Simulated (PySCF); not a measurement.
A series of substituents X on one scaffold: formyl-X. Gas-phase values, no solvent. One relaxed conformer stands for each flexible species; it need not be the lowest. Strings in code marks are SMILES.

All values below come from PBE-D3(BJ)/def2-TZVP // B3LYP-D3(BJ)/def2-TZVP run with PySCF 2.14.0. All candidates: neutral, multiplicity 1. Excitations are Tamm–Dancoff values on a coarser integration grid. The basis has no diffuse functions, so Rydberg states are missing or too high.

The HOMO is -6.24 eV. The S1 excitation (TDA) comes out as 2.22 eV and the T1 excitation (TDA) comes out as 1.63 eV.

### Question
Say which member has these values.
(A) `O=[CH][GeH3]`
(B) `O=CC1CC1` (O–C–C–C torsion 147°)
(C) `O=CC=O` (O–C–C–O torsion 180°)
(D) `CC#CC=O`

### Answer
C, `O=CC=O` (O–C–C–O torsion 180°). The others give `O=CC1CC1` (O–C–C–C torsion 147°): -5.75 eV, 4.27 eV, 3.66 eV; `O=[CH][GeH3]`: -5.70 eV, 3.31 eV, 2.60 eV; `CC#CC=O`: -6.07 eV, 3.55 eV, 2.95 eV
